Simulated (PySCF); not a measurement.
**ClH₃: singlet, from a T-shaped start**

The task is one start of a wider search on ClH₃: the singlet, from a T-shaped start. It is relaxed, tested by its Hessian and followed downhill if it is a saddle.

Program: PySCF 2.14.0. Level of theory: PBE0, basis Cl def2-TZVP, H def2-TZVP, no relativity, density fitting. These are calculated values, not measurements.

### Step 1. The starting structure

4 atoms, charge 0, spin multiplicity 1.

Bond lengths: Cl1–H2 1.310 Å, Cl1–H3 1.310 Å, Cl1–H4 1.310 Å. Angles: H2–Cl1–H3 88.0°, H2–Cl1–H4 88.0°, H3–Cl1–H4 176.0°.

Z-matrix (Å, degrees; charge 0 multiplicity 1):
```
Cl
H  1 1.3100
H  1 1.3100 2 88.00
H  1 1.3100 2 88.00 3 180.00
```

### Step 2. Relaxation: T-shaped start, singlet

The steps below are one call of a driver around PySCF. For each, scf.py gives the equivalent set-up of the SCF; relaxations use the driver's own optimiser. Before each start the driver seeks the lowest SCF state from one or more starting densities and follows internal instabilities, so scf.py alone need not reach the same state.

The program finds C2v symmetry in the start, which this walk keeps. Threshold on the gradient: 0.0003 Eh/bohr, with a further test on the energy change.

File scf.py:

```python
from pyscf import gto, scf, dft
mol = gto.M(atom='''
Cl     0.000000     0.000000    -0.037175
H      0.000000     0.000000     1.272825
H      1.309200    -0.000000     0.008525
H     -1.309200     0.000000     0.008525''',
    basis={'Cl': 'def2-TZVP', 'H': 'def2-TZVP'},
    charge=0, spin=0)
mf = dft.RKS(mol, xc='PBE0')
mf.grids.atom_grid = (50, 194)
aux = {'Cl': 'def2-universal-JKFIT', 'H': 'def2-universal-JKFIT'}
mf = mf.density_fit(auxbasis=aux)
mf.kernel()
```

Steps of the walk:

```csv
step,energy (Eh),change (kJ/mol),largest symmetric gradient (Eh/bohr)
0,-461.627930,0.00,0.08760
1,-461.659334,-82.45,0.03288
2,-461.666519,-101.32,0.01362
3,-461.668156,-105.61,0.00375
4,-461.668282,-105.95,0.00059
5,-461.668285,-105.95,0.00011
6,-461.668285,-105.95,0.00002
```

The walk took 1.9 s on 4 threads, shared host.

Positions (Å) and forces (eV/Å) along the way:

```
step 0
Cl   0.000   0.000  -0.037   0.000   0.000  -1.918
H    0.000   0.000   1.273   0.000   0.000  -0.387
H    1.309   0.000   0.009   4.505   0.000   1.153
H   -1.309   0.000   0.009  -4.505   0.000   1.153
step 1
Cl   0.000   0.000  -0.095   0.000   0.000   0.651
H    0.000   0.000   1.213   0.000   0.000  -0.680
H    1.432   0.000   0.067   1.691   0.000   0.015
H   -1.432   0.000   0.067  -1.691   0.000   0.015
step 3
Cl   0.000   0.000  -0.074   0.000   0.000  -0.193
H    0.000   0.000   1.196   0.000   0.000   0.151
H    1.563   0.000   0.065   0.169   0.000   0.021
H   -1.563   0.000   0.065  -0.169   0.000   0.021
step 6
Cl   0.000   0.000  -0.076   0.000   0.000  -0.001
H    0.000   0.000   1.199   0.000   0.000   0.000
H    1.582   0.000   0.065   0.000   0.000   0.001
H   -1.582   0.000   0.065   0.000   0.000   0.001
```

End point (C2v, 6 steps, 106.0 kJ/mol gained): Cl–H 1.275 Å, Cl–H 1.588 Å (×2); H–Cl–H 84.9° (×2), H–Cl–H 169.8°.

### Step 3. Vibrations and properties at this point

On the finer grid the gradient is checked again; gradients at displacements of ±0.01 bohr then give force constants and infrared intensities.

scf.py: that of step 2 with these lines changed.

```diff
@@ -3,4 +3,4 @@
-Cl     0.000000     0.000000    -0.037175
-H      0.000000     0.000000     1.272825
-H      1.309200    -0.000000     0.008525
-H     -1.309200     0.000000     0.008525''',
+Cl    -0.000000    -0.000000    -0.041269
+H      0.000000     0.000000     1.233354
+H      1.581859    -0.000000     0.099288
+H     -1.581859     0.000000     0.099288''',
@@ -10 +10 @@
-mf.grids.atom_grid = (50, 194)
+mf.grids.atom_grid = (75, 302)
```

The driver hands on the density of the step before, so the log starts near convergence.

Log of the central SCF (cycles and frontier levels):

```text
init E= -461.6682758452
  HOMO = -0.209017241997273  LUMO = -0.018629292599762  gap/eV = 5.18072
cycle= 1 E= -461.668275845205  delta_E= -4.32e-12  |g|= 1.39e-05  |ddm|= 2.67e-05
  HOMO = -0.209018720410477  LUMO = -0.0186321029336085  gap/eV = 5.18068
cycle= 2 E= -461.668275845204  delta_E= 1.14e-13  |g|= 1.38e-05  |ddm|= 2.65e-05
  HOMO = -0.209017975139204  LUMO = -0.0186307934384793  gap/eV = 5.18070
cycle= 3 E= -461.668275845242  delta_E= -3.78e-11  |g|= 6.83e-07  |ddm|= 1.34e-05
  HOMO = -0.209017992617547  LUMO = -0.0186307335656366  gap/eV = 5.18070
Extra cycle  E= -461.668275845242  delta_E= -1.71e-13  |g|= 6.29e-07  |ddm|= 9.9e-07
converged SCF energy = -461.668275845242
```

The whole step took 4.9 s.

Geometry: C2v; Cl–H 1.275 Å, Cl–H 1.588 Å (×2); H–Cl–H 84.9° (×2), H–Cl–H 169.8°.

Harmonic modes (main isotopes):

```csv
symmetry,ω (cm⁻¹),IR (km/mol),type
b1,1039,29.4,bend
b2,1112,2885,stretch
a1,1176,37.1,bend
b2,1326,380,bend
a1,1521,0.6,stretch
a1,2973,89.5,stretch
```

Every mode is real; the point is a minimum.

Properties at this point:

```
Dipole moment                                                   : 1.11 D
Highest occupied level                                          : -5.69 eV
Lowest empty level                                              : -0.51 eV
Rotational constants                                            : 10.45, 3.342, 2.533 cm⁻¹
Zero-point energy                                               : 54.7 kJ/mol
Principal polarisabilities                                      : 11.2, 15.0, 69.0 bohr³
Atomisation energy without zero-point energy                    : 440 kJ/mol
Principal traceless quadrupole moments about the centre of mass : -6.97, 0.70, 6.27 D Å
Entropy at 298.15 K and 1 bar                                   : 214.5 J/(mol K)
Heat capacity Cp at 298.15 K                                    : 37.6 J/(mol K)
Enthalpy at 298.15 K above 0 K                                  : 10.15 kJ/mol
Rotational symmetry number                                      : 2
```

Charges (e) and bond orders:

| atom | Mulliken | Löwdin | polar tensor | Mayer order to Cl1 |
| --- | --- | --- | --- | --- |
| Cl1 | 0.01 | 0.27 | 0.83 | – |
| H2 | 0.33 | 0.08 | 0.16 | 0.89 |
| H3,4 | -0.17 | -0.18 | -0.49 | 0.58 |

Mulliken populations on Cl1: s 5.90, p 10.82, d 0.26, f 0.01.

### Step 4. Stability of the closed shell

At the lowest minimum the closed shell is tested against spin polarisation, on the (50, 194) grid. It is stable.

### Step 5. Summary of results

```
                                 quantity                                                              value
                                  minimum                                                       singlet, C2v
                                 geometry  Cl–H 1.275 Å, Cl–H 1.588 Å (×2); H–Cl–H 84.9° (×2), H–Cl–H 169.8°
                       wavenumbers (cm⁻¹)   1039 (b1), 1112 (b2), 1176 (a1), 1326 (b2), 1521 (a1), 2973 (a1)
                            dipole moment                                                             1.11 D
     highest occupied, lowest empty level                                                    -5.69, -0.51 eV
               polar-tensor charge of Cl1                                                            +0.83 e
                        zero-point energy                                                        54.7 kJ/mol
                      entropy at 298.15 K                                                    214.5 J/(mol K)
atomisation energy (no zero-point energy)                                                         440 kJ/mol
```

The molecule stays C2v, as typed, and the end point is a minimum. The strongest infrared band lies at 1112 cm⁻¹ (b2, stretch). Only this shape and spin were tried, so other structures or states may lie lower.

The search up to here took 8.5 s.
